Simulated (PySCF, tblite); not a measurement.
# HO2−: protonation, part 3 of 3

tblite 0.8.0 and PySCF 2.14.0. Atoms count from 0. The steps go on from the part before.

## (22) Single point (H2O2, [O-][OH2+]): wavefunction

Geometry: PBE0-D3(BJ)/ma-def2-SVP.

Job settings and geometry (Å):

```
{"job": {"kind": "sp", "xc": "CCSD(T)", "basis": "jun-cc-pV(T+d)Z", "grid": 2}, "charge": 0, "multiplicity": 1}
O      1.157573    -0.328578     0.003624
O     -0.088162     0.389195     0.444569
H     -0.135913     1.170831    -0.128430
H     -0.814704    -0.199333     0.185264
```

With the program's defaults for keys left out, this is: wavefunction single point, frozen core, gas phase.

Standard output:

```text
final grid: 33160 points
cycle   1  E = -150.6549229774  dE = -3.774e-02  |g| = 6.733e-01  |ddm| = 1.248e+00
cycle   2  E = -150.7267046222  dE = -7.178e-02  |g| = 5.353e-01  |ddm| = 6.308e-01
cycle   3  E = -150.7727835468  dE = -4.608e-02  |g| = 7.108e-02  |ddm| = 2.128e-01
cycle   4  E = -150.7754715873  dE = -2.688e-03  |g| = 3.410e-02  |ddm| = 7.122e-02
cycle   5  E = -150.7761898041  dE = -7.182e-04  |g| = 1.222e-02  |ddm| = 4.509e-02
cycle   6  E = -150.7762884942  dE = -9.869e-05  |g| = 4.410e-03  |ddm| = 1.746e-02
cycle   7  E = -150.7762992368  dE = -1.074e-05  |g| = 1.362e-03  |ddm| = 6.159e-03
cycle   8  E = -150.7763011281  dE = -1.891e-06  |g| = 7.529e-04  |ddm| = 2.122e-03
cycle   9  E = -150.7763022026  dE = -1.074e-06  |g| = 3.668e-04  |ddm| = 2.150e-03
cycle  10  E = -150.7763025164  dE = -3.138e-07  |g| = 9.342e-05  |ddm| = 1.655e-03
cycle  11  E = -150.7763025293  dE = -1.292e-08  |g| = 2.715e-05  |ddm| = 3.147e-04
cycle  12  E = -150.7763025300  dE = -6.922e-10  |g| = 7.402e-06  |ddm| = 6.710e-05
converged SCF energy = -150.7763025300
E(HF, exact integrals) = -150.7763423112
E(MP2) = -151.2605122351
E(CCSD) = -151.2737328826
E(CCSD(T)) = -151.2929710608
T1 diagnostic = 0.0183
```

It took 30 s on 1 thread of Arm Neoverse V1, shared host; peak memory 0.87 GiB.

## (23) Protonation: CCSD(T)/jun-cc-pV(T+d)Z

This step combines the energies above: geometries from PBE0-D3(BJ)/ma-def2-SVP, zero-point and thermal terms from PBE0-D3(BJ)/ma-def2-SVP.

Job settings and geometry (Å):

```
{"job": {"kind": "pa", "geom": {"xc": "PBE0", "basis": "ma-def2-SVP", "d3": "d3bj", "grid": 1}, "hess": 1, "level": {"xc": "CCSD(T)", "basis": "jun-cc-pV(T+d)Z"}}, "charge": -1, "multiplicity": 1}
O      1.074994    -0.220270    -0.087985
O     -0.244790     0.447689    -0.160516
H     -0.806966    -0.232191     0.223518
```

Output (the driver's rows laid out field by field):

```text
protonation site by site, CCSD(T)/jun-cc-pV(T+d)Z // PBE0-D3(BJ)/ma-def2-SVP

row 1
  formula                 H2O2
  charge                  0
  multiplicity            1
  smiles                  OO
  kept                    yes
  pieces                  1
  point_group             C2
  atom                    0
  element                 O
  electronic              1606.8
  enthalpy                1576.3
  free_energy             1544.24
  share_gas               1.0

row 2
  formula                 H2O2
  charge                  0
  multiplicity            1
  smiles                  [O-][OH2+]
  kept                    yes
  pieces                  1
  point_group             Cs
  atom                    1
  element                 O
  electronic              1414.0
  enthalpy                1384.87
  free_energy             1354.08
  share_gas               4.846e-34
```

It took 77 s on 1 thread of Arm Neoverse V1, shared host; peak memory 0.87 GiB.

Energy given off on adding a proton (kJ/mol, gas phase, 298 K for the thermal columns):

```
site     product  electronic  enthalpy  free energy
  O0          OO      1606.8    1576.3       1544.2
  O1  [O-][OH2+]      1414.0    1384.9       1354.1
```

## (24) Single point (HO2−): wavefunction

Geometry: PBE0-D3(BJ)/ma-def2-SVP.

Job settings and geometry (Å):

```
{"job": {"kind": "sp", "xc": "MP2", "basis": "jun-cc-pV(T+d)Z", "grid": 2}, "charge": -1, "multiplicity": 1}
O      1.074994    -0.220270    -0.087985
O     -0.244790     0.447689    -0.160516
H     -0.806966    -0.232191     0.223518
```

With the program's defaults for keys left out, this is: wavefunction single point, frozen core, gas phase.

Standard output:

```text
final grid: 27792 points
cycle   1  E = -150.1371891193  dE = -3.005e-01  |g| = 5.760e-01  |ddm| = 1.212e+00
cycle   2  E = -150.1854878475  dE = -4.830e-02  |g| = 4.338e-01  |ddm| = 6.998e-01
cycle   3  E = -150.2173729453  dE = -3.189e-02  |g| = 5.472e-02  |ddm| = 2.385e-01
cycle   4  E = -150.2183201058  dE = -9.472e-04  |g| = 3.133e-02  |ddm| = 4.567e-02
cycle   5  E = -150.2186368056  dE = -3.167e-04  |g| = 1.124e-02  |ddm| = 2.745e-02
cycle   6  E = -150.2187391348  dE = -1.023e-04  |g| = 4.305e-03  |ddm| = 1.831e-02
cycle   7  E = -150.2187549865  dE = -1.585e-05  |g| = 8.965e-04  |ddm| = 8.865e-03
cycle   8  E = -150.2187558745  dE = -8.881e-07  |g| = 2.714e-04  |ddm| = 2.224e-03
cycle   9  E = -150.2187559618  dE = -8.729e-08  |g| = 1.121e-04  |ddm| = 7.160e-04
cycle  10  E = -150.2187559803  dE = -1.853e-08  |g| = 4.621e-05  |ddm| = 3.556e-04
cycle  11  E = -150.2187559836  dE = -3.284e-09  |g| = 1.741e-05  |ddm| = 1.507e-04
converged SCF energy = -150.2187559836
E(HF, exact integrals) = -150.2188262109
E(MP2) = -150.7307761326
```

It took 0.94 s on 1 thread of Arm Neoverse V1, shared host.

## (25) Single point (H₂O₂, OO): wavefunction

Geometry: PBE0-D3(BJ)/ma-def2-SVP.

Job settings and geometry (Å):

```
{"job": {"kind": "sp", "xc": "MP2", "basis": "jun-cc-pV(T+d)Z", "grid": 2}, "charge": 0, "multiplicity": 1}
O      0.859208    -0.698827    -0.069050
O     -0.383421    -0.086982    -0.382927
H     -0.579087     0.381670     0.439990
H      1.439186    -0.309895    -0.737982
```

With the program's defaults for keys left out, this is: wavefunction single point, frozen core, gas phase.

Standard output:

```text
final grid: 33160 points
cycle   1  E = -150.8130599962  dE = -6.187e-02  |g| = 3.784e-01  |ddm| = 1.302e+00
cycle   2  E = -150.8390157058  dE = -2.596e-02  |g| = 8.442e-02  |ddm| = 2.801e-01
cycle   3  E = -150.8402283406  dE = -1.213e-03  |g| = 2.482e-02  |ddm| = 5.541e-02
cycle   4  E = -150.8403790454  dE = -1.507e-04  |g| = 8.291e-03  |ddm| = 2.019e-02
cycle   5  E = -150.8404010602  dE = -2.201e-05  |g| = 1.845e-03  |ddm| = 6.510e-03
cycle   6  E = -150.8404030598  dE = -2.000e-06  |g| = 4.445e-04  |ddm| = 2.372e-03
cycle   7  E = -150.8404032031  dE = -1.433e-07  |g| = 1.262e-04  |ddm| = 7.117e-04
cycle   8  E = -150.8404032172  dE = -1.415e-08  |g| = 4.853e-05  |ddm| = 2.420e-04
cycle   9  E = -150.8404032199  dE = -2.701e-09  |g| = 1.502e-05  |ddm| = 1.228e-04
converged SCF energy = -150.8404032199
E(HF, exact integrals) = -150.8404493913
E(MP2) = -151.3404725940
```

Wall time 1.5 s (1 thread of Arm Neoverse V1, shared host).

## (26) Single point (H₂O₂, [O-][OH2+]): wavefunction

Geometry: PBE0-D3(BJ)/ma-def2-SVP.

Job settings and geometry (Å):

```
{"job": {"kind": "sp", "xc": "MP2", "basis": "jun-cc-pV(T+d)Z", "grid": 2}, "charge": 0, "multiplicity": 1}
O      1.157573    -0.328578     0.003624
O     -0.088162     0.389195     0.444569
H     -0.135913     1.170831    -0.128430
H     -0.814704    -0.199333     0.185264
```

Method: wavefunction single point, frozen core, gas phase.

Standard output:

```text
final grid: 33160 points
cycle   1  E = -150.6549229774  dE = -3.774e-02  |g| = 6.733e-01  |ddm| = 1.248e+00
cycle   2  E = -150.7267046222  dE = -7.178e-02  |g| = 5.353e-01  |ddm| = 6.308e-01
cycle   3  E = -150.7727835468  dE = -4.608e-02  |g| = 7.108e-02  |ddm| = 2.128e-01
cycle   4  E = -150.7754715873  dE = -2.688e-03  |g| = 3.410e-02  |ddm| = 7.122e-02
cycle   5  E = -150.7761898041  dE = -7.182e-04  |g| = 1.222e-02  |ddm| = 4.509e-02
cycle   6  E = -150.7762884942  dE = -9.869e-05  |g| = 4.410e-03  |ddm| = 1.746e-02
cycle   7  E = -150.7762992368  dE = -1.074e-05  |g| = 1.362e-03  |ddm| = 6.159e-03
cycle   8  E = -150.7763011281  dE = -1.891e-06  |g| = 7.529e-04  |ddm| = 2.122e-03
cycle   9  E = -150.7763022026  dE = -1.074e-06  |g| = 3.668e-04  |ddm| = 2.150e-03
cycle  10  E = -150.7763025164  dE = -3.138e-07  |g| = 9.342e-05  |ddm| = 1.655e-03
cycle  11  E = -150.7763025293  dE = -1.292e-08  |g| = 2.715e-05  |ddm| = 3.147e-04
cycle  12  E = -150.7763025300  dE = -6.922e-10  |g| = 7.402e-06  |ddm| = 6.710e-05
converged SCF energy = -150.7763025300
E(HF, exact integrals) = -150.7763423112
E(MP2) = -151.2605123210
```

It took 1.5 s on 1 thread of Arm Neoverse V1, shared host.

## (27) Protonation: MP2/jun-cc-pV(T+d)Z

This step combines the energies above: geometries from PBE0-D3(BJ)/ma-def2-SVP, zero-point and thermal terms from PBE0-D3(BJ)/ma-def2-SVP.

Job settings and geometry (Å):

```
{"job": {"kind": "pa", "geom": {"xc": "PBE0", "basis": "ma-def2-SVP", "d3": "d3bj", "grid": 1}, "hess": 1, "level": {"xc": "MP2", "basis": "jun-cc-pV(T+d)Z"}}, "charge": -1, "multiplicity": 1}
O      1.074994    -0.220270    -0.087985
O     -0.244790     0.447689    -0.160516
H     -0.806966    -0.232191     0.223518
```

Output (the driver's rows laid out field by field):

```text
protonation site by site, MP2/jun-cc-pV(T+d)Z // PBE0-D3(BJ)/ma-def2-SVP

row 1
  formula                 H2O2
  charge                  0
  multiplicity            1
  smiles                  OO
  kept                    yes
  pieces                  1
  point_group             C2
  atom                    0
  element                 O
  electronic              1600.76
  enthalpy                1570.26
  free_energy             1538.2
  share_gas               1.0

row 2
  formula                 H2O2
  charge                  0
  multiplicity            1
  smiles                  [O-][OH2+]
  kept                    yes
  pieces                  1
  point_group             Cs
  atom                    1
  element                 O
  electronic              1390.82
  enthalpy                1361.7
  free_energy             1330.9
  share_gas               4.815e-37
```

It took 4.1 s on 1 thread of Arm Neoverse V1, shared host.

Energy given off on adding a proton (kJ/mol, gas phase, 298 K for the thermal columns):

```
site     product  electronic  enthalpy  free energy
  O0          OO      1600.8    1570.3       1538.2
  O1  [O-][OH2+]      1390.8    1361.7       1330.9
```

## (28) Single point (HO2−): HF/jun-cc-pV(T+d)Z

Geometry: PBE0-D3(BJ)/ma-def2-SVP.

Job settings and geometry (Å):

```
{"job": {"kind": "sp", "xc": "HF", "basis": "jun-cc-pV(T+d)Z", "grid": 2}, "charge": -1, "multiplicity": 1}
O      1.074994    -0.220270    -0.087985
O     -0.244790     0.447689    -0.160516
H     -0.806966    -0.232191     0.223518
```

Standard output:

```text
final grid: 27792 points
cycle   1  E = -150.1371891193  dE = -3.005e-01  |g| = 5.760e-01  |ddm| = 1.212e+00
cycle   2  E = -150.1854878475  dE = -4.830e-02  |g| = 4.338e-01  |ddm| = 6.998e-01
cycle   3  E = -150.2173729453  dE = -3.189e-02  |g| = 5.472e-02  |ddm| = 2.385e-01
cycle   4  E = -150.2183201058  dE = -9.472e-04  |g| = 3.133e-02  |ddm| = 4.567e-02
cycle   5  E = -150.2186368056  dE = -3.167e-04  |g| = 1.124e-02  |ddm| = 2.745e-02
cycle   6  E = -150.2187391348  dE = -1.023e-04  |g| = 4.305e-03  |ddm| = 1.831e-02
cycle   7  E = -150.2187549865  dE = -1.585e-05  |g| = 8.965e-04  |ddm| = 8.865e-03
cycle   8  E = -150.2187558745  dE = -8.881e-07  |g| = 2.714e-04  |ddm| = 2.224e-03
cycle   9  E = -150.2187559618  dE = -8.729e-08  |g| = 1.121e-04  |ddm| = 7.160e-04
cycle  10  E = -150.2187559803  dE = -1.853e-08  |g| = 4.621e-05  |ddm| = 3.556e-04
cycle  11  E = -150.2187559836  dE = -3.284e-09  |g| = 1.741e-05  |ddm| = 1.507e-04
converged SCF energy = -150.2187559836
```

Run time: 0.19 s. Hardware: 1 thread of Arm Neoverse V1, shared host.

## (29) Single point (H₂O₂, OO): HF/jun-cc-pV(T+d)Z

Geometry: PBE0-D3(BJ)/ma-def2-SVP.

Job settings and geometry (Å):

```
{"job": {"kind": "sp", "xc": "HF", "basis": "jun-cc-pV(T+d)Z", "grid": 2}, "charge": 0, "multiplicity": 1}
O      0.859208    -0.698827    -0.069050
O     -0.383421    -0.086982    -0.382927
H     -0.579087     0.381670     0.439990
H      1.439186    -0.309895    -0.737982
```

Standard output:

```text
final grid: 33160 points
cycle   1  E = -150.8130599962  dE = -6.187e-02  |g| = 3.784e-01  |ddm| = 1.302e+00
cycle   2  E = -150.8390157058  dE = -2.596e-02  |g| = 8.442e-02  |ddm| = 2.801e-01
cycle   3  E = -150.8402283406  dE = -1.213e-03  |g| = 2.482e-02  |ddm| = 5.541e-02
cycle   4  E = -150.8403790454  dE = -1.507e-04  |g| = 8.291e-03  |ddm| = 2.019e-02
cycle   5  E = -150.8404010602  dE = -2.201e-05  |g| = 1.845e-03  |ddm| = 6.510e-03
cycle   6  E = -150.8404030598  dE = -2.000e-06  |g| = 4.445e-04  |ddm| = 2.372e-03
cycle   7  E = -150.8404032031  dE = -1.433e-07  |g| = 1.262e-04  |ddm| = 7.117e-04
cycle   8  E = -150.8404032172  dE = -1.415e-08  |g| = 4.853e-05  |ddm| = 2.420e-04
cycle   9  E = -150.8404032199  dE = -2.701e-09  |g| = 1.502e-05  |ddm| = 1.228e-04
converged SCF energy = -150.8404032199
```

Wall time 0.23 s (1 thread of Arm Neoverse V1, shared host).

## (30) Single point (H₂O₂, [O-][OH2+]): HF/jun-cc-pV(T+d)Z

Geometry: PBE0-D3(BJ)/ma-def2-SVP.

Job settings and geometry (Å):

```
{"job": {"kind": "sp", "xc": "HF", "basis": "jun-cc-pV(T+d)Z", "grid": 2}, "charge": 0, "multiplicity": 1}
O      1.157573    -0.328578     0.003624
O     -0.088162     0.389195     0.444569
H     -0.135913     1.170831    -0.128430
H     -0.814704    -0.199333     0.185264
```

Standard output:

```text
final grid: 33160 points
cycle   1  E = -150.6549229774  dE = -3.774e-02  |g| = 6.733e-01  |ddm| = 1.248e+00
cycle   2  E = -150.7267046222  dE = -7.178e-02  |g| = 5.353e-01  |ddm| = 6.308e-01
cycle   3  E = -150.7727835468  dE = -4.608e-02  |g| = 7.108e-02  |ddm| = 2.128e-01
cycle   4  E = -150.7754715873  dE = -2.688e-03  |g| = 3.410e-02  |ddm| = 7.122e-02
cycle   5  E = -150.7761898041  dE = -7.182e-04  |g| = 1.222e-02  |ddm| = 4.509e-02
cycle   6  E = -150.7762884942  dE = -9.869e-05  |g| = 4.410e-03  |ddm| = 1.746e-02
cycle   7  E = -150.7762992368  dE = -1.074e-05  |g| = 1.362e-03  |ddm| = 6.159e-03
cycle   8  E = -150.7763011281  dE = -1.891e-06  |g| = 7.529e-04  |ddm| = 2.122e-03
cycle   9  E = -150.7763022026  dE = -1.074e-06  |g| = 3.668e-04  |ddm| = 2.150e-03
cycle  10  E = -150.7763025164  dE = -3.138e-07  |g| = 9.342e-05  |ddm| = 1.655e-03
cycle  11  E = -150.7763025293  dE = -1.292e-08  |g| = 2.715e-05  |ddm| = 3.147e-04
cycle  12  E = -150.7763025300  dE = -6.922e-10  |g| = 7.402e-06  |ddm| = 6.710e-05
converged SCF energy = -150.7763025300
```

Run time: 0.27 s. Hardware: 1 thread of Arm Neoverse V1, shared host.

## (31) Protonation: HF/jun-cc-pV(T+d)Z

This step combines the energies above: geometries from PBE0-D3(BJ)/ma-def2-SVP, zero-point and thermal terms from PBE0-D3(BJ)/ma-def2-SVP.

Job settings and geometry (Å):

```
{"job": {"kind": "pa", "geom": {"xc": "PBE0", "basis": "ma-def2-SVP", "d3": "d3bj", "grid": 1}, "hess": 1, "level": {"xc": "HF", "basis": "jun-cc-pV(T+d)Z"}}, "charge": -1, "multiplicity": 1}
O      1.074994    -0.220270    -0.087985
O     -0.244790     0.447689    -0.160516
H     -0.806966    -0.232191     0.223518
```

Output (the driver's rows laid out field by field):

```text
protonation site by site, HF/jun-cc-pV(T+d)Z // PBE0-D3(BJ)/ma-def2-SVP

row 1
  formula                 H2O2
  charge                  0
  multiplicity            1
  smiles                  OO
  kept                    yes
  pieces                  1
  point_group             C2
  atom                    0
  element                 O
  electronic              1632.13
  enthalpy                1601.63
  free_energy             1569.57
  share_gas               1.0

row 2
  formula                 H2O2
  charge                  0
  multiplicity            1
  smiles                  [O-][OH2+]
  kept                    yes
  pieces                  1
  point_group             Cs
  atom                    1
  element                 O
  electronic              1463.84
  enthalpy                1434.71
  free_energy             1403.92
  share_gas               9.536e-30
```

It took 0.78 s on 1 thread of Arm Neoverse V1, shared host.

Energy given off on adding a proton (kJ/mol, gas phase, 298 K for the thermal columns):

```
site     product  electronic  enthalpy  free energy
  O0          OO      1632.1    1601.6       1569.6
  O1  [O-][OH2+]      1463.8    1434.7       1403.9
```

## (32) What came out

This closing draws on all 3 parts.

```
                                           quantity                     value
          strongest single infrared mode (GFN2-xTB)      1169 cm⁻¹, 37 km/mol
                       zero-point energy (GFN2-xTB)              8.2 kcal/mol
                                        point group                        Cs
               rotational constants (main isotopes)  606.33, 27.46, 26.27 GHz
    proton affinity (−ΔH), O0 (M06-2X/ma-def2-TZVP)             1572.1 kJ/mol
    proton affinity (−ΔH), O1 (M06-2X/ma-def2-TZVP)             1378.3 kJ/mol
proton affinity (−ΔH), O0 (CCSD(T)/jun-cc-pV(T+d)Z)             1576.3 kJ/mol
proton affinity (−ΔH), O1 (CCSD(T)/jun-cc-pV(T+d)Z)             1384.9 kJ/mol
    proton affinity (−ΔH), O0 (MP2/jun-cc-pV(T+d)Z)             1570.3 kJ/mol
    proton affinity (−ΔH), O1 (MP2/jun-cc-pV(T+d)Z)             1361.7 kJ/mol
     proton affinity (−ΔH), O0 (HF/jun-cc-pV(T+d)Z)             1601.6 kJ/mol
     proton affinity (−ΔH), O1 (HF/jun-cc-pV(T+d)Z)             1434.7 kJ/mol
```

In words: No mode is imaginary among the 3: a minimum at this level. The strongest single mode, at 1169 cm⁻¹, moves mainly H2. GFN2-xTB is a fitted tight-binding method: band positions and strengths are rough. Its intensities can rank the bands wrongly. Relaxing lowered the energy by 0.007 eV in 3 steps; the close pair that moved most is O0–O1, from 1.457 to 1.481 Å (PBE0/ma-def2-SVP). At M06-2X/ma-def2-TZVP the proton affinity (−ΔH) runs from 1378.3 kJ/mol (O1) to 1572.1 kJ/mol (O0). At CCSD(T)/jun-cc-pV(T+d)Z the proton affinity (−ΔH) runs from 1384.9 kJ/mol (O1) to 1576.3 kJ/mol (O0). At MP2/jun-cc-pV(T+d)Z the proton affinity (−ΔH) runs from 1361.7 kJ/mol (O1) to 1570.3 kJ/mol (O0). At HF/jun-cc-pV(T+d)Z the proton affinity (−ΔH) runs from 1434.7 kJ/mol (O1) to 1601.6 kJ/mol (O0).
